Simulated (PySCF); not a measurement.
CH₃ClO₂S.
Numbering: `[CH3:1][S:2](=[O:3])(=[O:4])[Cl:5]` (hydrogens: H6, H7, H8 on C1)

Method: PBE0-D3(BJ)/def2-SVP geometry optimisation, gas phase (PySCF); density fitting, grid level 1; the optimiser is geomeTRIC in internal coordinates, started from a GFN2-xTB structure with every atom displaced at random (about 0.01 Å).

Step 0: E = -28511.4919 eV
```
atom  x, y, z in Å  |  force x, y, z in eV/Å
C1     -0.0389    2.4559    1.7432    0.372   1.816   0.168
S2      1.7014    2.1531    1.8174   -0.190  -0.157   0.177
O3      2.1718    1.7323    0.5405    0.237  -0.264  -1.625
O4      2.0516    1.3899    2.9726   -0.117  -0.544   1.248
Cl5     2.4143    4.0424    2.1297    0.095   0.791   0.106
H6     -0.3633    2.9098    2.6865    0.035  -0.110   0.104
H7     -0.2235    3.1633    0.9201    0.086  -0.142   0.027
H8     -0.5349    1.5376    1.5598   -0.517  -1.390  -0.206
```

Step 1: E = -28511.5951 eV
```
atom  x, y, z in Å  |  force x, y, z in eV/Å
C1     -0.0286    2.4850    1.7447   -0.092  -0.423  -0.168
S2      1.7136    2.1290    1.8095   -0.130   0.181  -0.164
O3      2.1675    1.7031    0.5007   -0.039   0.134   0.298
O4      1.9934    1.3729    3.0094    0.078   0.057  -0.062
Cl5     2.4079    4.1135    2.1200   -0.013  -0.290  -0.039
H6     -0.3388    2.8850    2.7125    0.013   0.068   0.124
H7     -0.2184    3.1851    0.9253    0.044   0.043  -0.045
H8     -0.5180    1.5108    1.5476    0.139   0.229   0.057
```

Step 2: E = -28511.6018 eV
```
atom  x, y, z in Å  |  force x, y, z in eV/Å
C1     -0.0361    2.4804    1.7426   -0.012  -0.080  -0.006
S2      1.7035    2.1327    1.8105    0.181   0.144  -0.047
O3      2.1679    1.7152    0.5062   -0.082   0.032   0.075
O4      2.0016    1.3796    3.0071   -0.056   0.007  -0.008
Cl5     2.4194    4.0993    2.1206   -0.071  -0.157  -0.020
H6     -0.3414    2.8864    2.7139    0.005   0.017  -0.014
H7     -0.2179    3.1806    0.9193    0.014   0.005   0.006
H8     -0.5184    1.5102    1.5494    0.020   0.032   0.014
```

Problem. Estimate the geometry and energy of step 3. (The exact step hangs on the optimiser's Hessian estimate; all steps are aligned on step 2, rigid shifts and turns removed.)

Solution. E = -28511.6032 eV, largest force 0.096 eV/Å
```
atom  x, y, z in Å  |  force x, y, z in eV/Å
C1     -0.0344    2.4784    1.7425    0.009   0.059   0.029
S2      1.7041    2.1357    1.8107    0.043   0.084   0.015
O3      2.1608    1.7200    0.5049    0.015  -0.013  -0.014
O4      1.9971    1.3803    3.0067    0.004  -0.013   0.004
Cl5     2.4164    4.0944    2.1223   -0.029  -0.076  -0.007
H6     -0.3386    2.8892    2.7127   -0.009   0.001  -0.033
H7     -0.2129    3.1774    0.9173   -0.012  -0.006   0.009
H8     -0.5140    1.5090    1.5527   -0.021  -0.037  -0.002
```

The energy changes by -0.0014 eV. The first-order estimate −F·Δx gives -0.0027 eV and the mean of the old and new forces, exact on a quadratic surface, -0.0015 eV. The step makes an angle of 58° with the force vector and moves no atom by more than 0.009 Å.

What follows is the cost of the whole optimisation. On one thread of an AMD EPYC 7R13, on a shared host, this took 16 s and 0.39 GiB of memory at its peak.
